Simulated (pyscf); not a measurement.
Optimised with ωB97X-D3(BJ)/def2-SVP in PySCF.

Problem. `[OH][Si]([OH])([OH])[Cl]` + `[H]` [doublet] -> `[OH][Si]([OH])[OH]` [doublet] + `[ClH]`
Surface: doublet. Broken: Cl–Si. Formed: Cl–H. Give ΔE‡ and ΔE from ωB97M-D3(BJ)/def2-TZVP, relative to the separated reactants.

Solution. ΔE‡ = 26.8 kcal/mol, ΔE = +16.2 kcal/mol. Zero-point energy shifts the barrier by +1.2 kcal/mol. It is an atom transfer, with an imaginary mode of 496i cm⁻¹. The same reactants have a lower exit, to HO–SiH(OH)–OH + Cl• (barrier +19.2 kcal/mol at ωB97M-D3(BJ)/def2-TZVP, against +26.8 kcal/mol here). This is the saddle that the search found; another between the same sides may lie lower. The angle at the transferred Cl is 180°.
